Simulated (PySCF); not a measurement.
All values below come from PBE0-D4/def2-TZVP run with PySCF. All species are isolated molecules in the gas phase. 

Reference species (SMILES): `[F]` (neutral, multiplicity 2).

The highest occupied spin orbital is -12.46 eV.

Changed species: `[Cl][Ga][Cl]` (radical fragment; the reference has radical fragment).

What does the change do to the highest occupied spin orbital?

the highest occupied spin orbital increases by 5.38 eV, to -7.08 eV.
